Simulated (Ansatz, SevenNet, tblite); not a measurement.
## Wurtzite GaN, elastic constant C33

Reference value: 398 GPa (measured, temperature not stated, not corrected to a static lattice; as tabulated in Oses et al. (2018), arXiv:1811.08464).

**Question.** Put these levels in order of the elastic constant C33 that they give for wurtzite GaN, smallest first: GFN1-xTB (tblite), SevenNet-l3i5 (SevenNet), r²SCAN (Ansatz, a program for electronic structure).

**Answer.** GFN1-xTB (194 GPa), SevenNet-l3i5 (343 GPa), r²SCAN (401 GPa)

Unless a cell is named, each level is at its own relaxed cell (GFN1-xTB 12.90, SevenNet-l3i5 11.73, r²SCAN 11.37 Å³/atom).

Differences against the reference: GFN1-xTB -51 %, SevenNet-l3i5 -13.8 %, r²SCAN +0.8 %.

The reference has no zero-point or thermal correction, while the calculations are for a static lattice, so the differences are not the levels' errors alone. A static lattice is as a rule stiffer than a warm one, by over a tenth in soft solids.  GFN1-xTB: the method was fitted mainly to molecules. GFN1-xTB: the run uses a supercell at the zone centre in place of a k mesh. Each level is taken at its own relaxed cell. Ansatz's density-functional and Hartree–Fock values are scalar-relativistic unless marked +SOC, with PAW data made under PBE.

Machine-learned potentials (SevenNet-l3i5) are trained on DFT data, which may include these solids.

Differences are worked out from the printed values.
